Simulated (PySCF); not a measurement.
**Frontier orbitals and the lowest excitations**

Species: C4H9NS.
Numbering: `[CH3:1]/[N:2]=[CH:3]\[CH2:4][CH2:5][SH:6]` (hydrogens: H7, H8, H9 on C1; H10 on C3; H11, H12 on C4; H13, H14 on C5; H15 on S6)

Method used: TDDFT PBE0/def2-SVPD, vertical, gas phase, core orbitals frozen in the response in PySCF. One conformer (not necessarily the lowest) at the GFN2-xTB geometry, without solvent, vibrations or thermal averaging. Torsions of this conformer, `[CH3:1]/[N:2]=[CH:3]\[CH2:4][CH2:5][SH:6]`: N2–C3–C4–C5 178°, C3–C4–C5–S6 -177°, H–S6–C5–C4 -63°.

Kohn–Sham orbitals with the atoms that hold most of them (Löwdin shares over 4%, at most four atoms; ? is withheld):

```
orbital  ε (eV)                           atoms
 LUMO+2    0.59         S6 65%, H15 12%, C5 10%
 LUMO+1    0.07   S6 46%, H15 14%, C5 9%, C4 7%
   LUMO   -0.18  C3 34%, N2 32%, C4 10%, H10 6%
   HOMO       ?                               ?
 HOMO-1   -7.25                               ?
 HOMO-2   -8.43   N2 37%, C3 26%, C1 11%, C4 8%
 HOMO-3   -9.59          S6 60%, C5 17%, H15 8%
```

Q: Give the leading atoms of the HOMO.

A: N2 (bonded to 2 C) 34%; S6 (bonded to C and H) 33%; C3 (bonded to C, N and H) 7%; C4 (bonded to 2 C and 2 H) 7%. By element: nitrogen 34%, sulfur 33%, carbon 14% or more.

Q: Which atoms hold the HOMO-1, and with what shares?

A: S6 (bonded to C and H) 44%; N2 (bonded to 2 C) 23%; C5 (bonded to C, S and 2 H) 8%; C1 (bonded to N and 3 H) 5%. By element: sulfur 44%, nitrogen 23%, carbon 13% or more.

Q: What is the HOMO energy, and the HOMO–LUMO gap?

A: ε(HOMO) = -6.79 eV; the gap is 6.62 eV (0.2431 hartree).

Q: The HOMO–LUMO gap is 6.62 eV. Where does the response calculation put the lowest singlet, and from which orbitals?

A: S1 is at 4.78 eV (f = 0.0031), 1.84 eV below the gap, made of HOMO→LUMO (76%), HOMO-1→LUMO (23%). Without the coupling terms of the response equations the lowest excitation would equal the gap.

Q: Give energy, strength and leading configuration of S1 and S3, and follow the Löwdin shares of the leading atoms from the occupied to the empty orbital.

A: 
- S1 (4.78 eV, f 0.0031), HOMO→LUMO (76%): N2 34% → 32%, S6 33% → at most 6%, C3 7% → 34%
- S3 (6.05 eV, f 0.0055), HOMO-1→LUMO (76%): S6 44% → at most 6%, N2 23% → 32%, C3 at most 6% → 34%

Löwdin shares depend on the basis, the more so with diffuse functions.
